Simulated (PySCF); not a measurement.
Coordinates in bohr (charge 0 multiplicity 2):
```
S    -0.2715   -1.1511    0.5979
S     0.1734    0.7351   -2.3864
F     0.1651    0.6997    3.0105
```

Method: UPBE0 in PySCF with S def2-TZVP, F def2-TZVP; no relativity; density-fitted integrals.

This geometry of S₂F is a stationary point at this level.

Problem. What is the point group?

Solution. Cs.

Problem. Is it a minimum?

Solution. Yes: all harmonic wavenumbers are real.

Problem. Give the ideal-gas entropy at 298.15 K and 1 bar by parts.

Solution. translation 164.0, rotation 100.0, vibration 8.3, spin 5.8; total 278.0 J/(mol K).

Problem. What is the atomisation energy, with and without zero-point energy?

Solution. 738 kJ/mol without, 728 kJ/mol with.

This need not be the most stable arrangement of these atoms.
